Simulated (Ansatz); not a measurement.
# AlBH2 (triplet): the correlation ladder at distance B1–H3 = 1.677 Å, 6-31G

How much of the correlation energy of AlBH2 (triplet) does each wave-function method recover here?

The runs use Ansatz 0.2.0, Gaussian basis; 6-31G, core rule «outside noble gas», up to 6 orbitals frozen.

The runs, in order: UHF; CCSD(T) on ROHF; CCSD(T) on UHF; BCCD(T) on ROHF; CISD; CCSDT(Q) on ROHF; CCSDT(Q) on UHF; CASSCF and MRCISD+Q, 4 electrons in 4 orbitals; CASSCF and NEVPT2, 4 electrons in 4 orbitals; CASSCF and MRCISD+Q, 8 electrons in 10 orbitals; CASSCF and NEVPT2, 8 electrons in 10 orbitals; Full CI.

16 further runs of the same task are left out: 1 for a mislabelled method, 12 that didn't finish, 3 set aside as unsound or not needed.

## (1) The geometry

The geometry derives from a PBE0/def2-TZVP stationary point (not a proven minimum). One bond is set to the value named and the two fragments are kept rigid.

4 atoms, charge 0, spin multiplicity 3.

Atoms are counted from 1 here; the program's logs count them from 0.

Bond lengths: B1–Al2 2.058 Å, B1–H4 1.195 Å. Angles: Al2–B1–H4 115.6°.

## (2) UHF

File in.yaml:

```yaml
crystal:
  periodic: [false, false, false]
  atoms:
    - {symbol: B, position_ang: [0.000000, -0.010998, 1.363609]}
    - {symbol: Al, position_ang: [0.000000, -0.010998, -0.694668]}
    - {symbol: H, position_ang: [0.000000, 1.500974, 2.089053]}
    - {symbol: H, position_ang: [0.000000, -1.088610, 1.880647]}
basis:
  gaussian: {orbitals: 6-31G}
magnetization: {spin_polarized: true, initial_magnetization: 2}
hamiltonian: {xc: hf}
output: {orbitals: {seedname: orbitals}}
```

The run is started by

```console
> ansatz run in.yaml --threads 1 --pin off --events-out ev --progress --plain --max-ram 2393MiB
```

The runs that follow: CCSD(T) on ROHF; CCSD(T) on UHF; BCCD(T) on ROHF; CISD; CCSDT(Q) on ROHF; CCSDT(Q) on UHF; CASSCF and MRCISD+Q, 4 electrons in 4 orbitals; CASSCF and NEVPT2, 4 electrons in 4 orbitals; CASSCF and MRCISD+Q, 8 electrons in 10 orbitals; CASSCF and NEVPT2, 8 electrons in 10 orbitals; Full CI.

**Question.** What will the summary of the whole plan be? Wanted: FCI below the RHF energy; RMP2 from FCI; UMP2 from FCI; RCCSD from FCI; RCCSD(T) from FCI; UCCSD(T) from FCI; RCCSDT(Q) from FCI; UCCSDT(Q) from FCI; NEVPT2 pair from FCI.

**Answer**, as computed:

```
                         quantity                                                                                                value
         FCI below the RHF energy                                                                                           -3.2164 eV
                    RMP2 from FCI                                                                                          +1005.6 meV
                    UMP2 from FCI                                                                                           +955.9 meV
                   RCCSD from FCI                                                                                           +150.6 meV
                RCCSD(T) from FCI                                                                                            +41.1 meV
                UCCSD(T) from FCI                                                                                            +37.3 meV
               RCCSDT(Q) from FCI                                                                                             +1.7 meV
               UCCSDT(Q) from FCI                                                                                             +1.1 meV
             NEVPT2 pair from FCI                                                                                           +787.6 meV
           MRCISD+Q pair from FCI                                                                                            +45.9 meV
          NEVPT2 valence from FCI                                                                                           +211.4 meV
levels within 1 kcal/mol (43 meV)  RCCSD(T), UCCSD(T), BCCD(T), RCCSDT, UCCSDT, RCCSDT(Q), UCCSDT(Q), MRCISD valence, MRCISD+Q valence
                    T1 diagnostic                                                                                                0.056
   effectively unpaired electrons                                                                                                 2.09
```

What this shows: RCCSD(T) lands +41.1 meV from the yardstick (1.3 % of the correlation energy). The occupations are near whole numbers, but T1 = 0.056 shows that the orbitals relax strongly. Of the multireference levels listed MRCISD+Q valence comes nearest in total energy (+12.6 meV), which doesn't show that its space is the better one. These misses are within one basis, not against nature; the frozen cores of restricted and unrestricted runs differ, which can shift their rows.
